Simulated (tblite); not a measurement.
Start geometry of `Nc1cscn1` from a force field or distance geometry (Å):
```
atom  x, y, z in Å
N1    -1.6932   -0.6723   -0.0575
C2    -0.3550   -0.1768   -0.1606
C3    -0.0613    1.1144   -0.4835
S4     1.7529    1.3781   -0.5153
C5     1.8862   -0.2475   -0.0690
N6     0.7506   -0.9054    0.0660
H7    -2.0057   -1.0555    0.8561
H8    -2.3382   -0.6266   -0.8738
H9    -0.7985    1.8888   -0.7089
H10    2.8712   -0.6925    0.0710
```

Task: What comes out of this run: tblite 0.8.0, GFN2-xTB geometry optimisation, gas phase?

Result: 
```
atom  x, y, z in Å
N1    -1.6270   -0.7272   -0.1983
C2    -0.3767   -0.1537   -0.2103
C3    -0.0643    1.1078   -0.6411
S4     1.6398    1.3509   -0.5809
C5     1.7960   -0.2588    0.0301
N6     0.6958   -0.9029    0.1703
H7    -1.6936   -1.5394    0.3947
H8    -2.4002   -0.0864   -0.1206
H9    -0.7189    1.8782   -0.9906
H10    2.7580   -0.6640    0.2714
```

The energy falls by 77.3 kJ/mol over 38 L-BFGS steps, the largest force on an atom goes from 2.66 to 0.009 eV/Å, and the atoms move by 0.406 Å rms after alignment. The bond that changes most is C3–S4 (aromatic CH next to a ring sulfur to thiophene-type sulfur), which shortens by 0.111 Å. Bonds longer at the end by more than 0.005 Å: 3 of 10; shorter: 7. Among the angles that change most is H7–N1–H8, from 121.3° to 114.6°. Among the dihedrals that turn most is H8–N1–C2–C3, from 59° to -27°. Rotational constants go from 7836, 2402, 1855 to 7603, 2613, 1947 MHz. The orientation of the end geometry is arbitrary; only internal coordinates are fixed.

On one thread of an Arm Neoverse V2, shared host, this took 0.13 s of wall time.

Its GFN2-xTB frequencies are all real (lowest 248 cm⁻¹).

All values are computed, not measured.
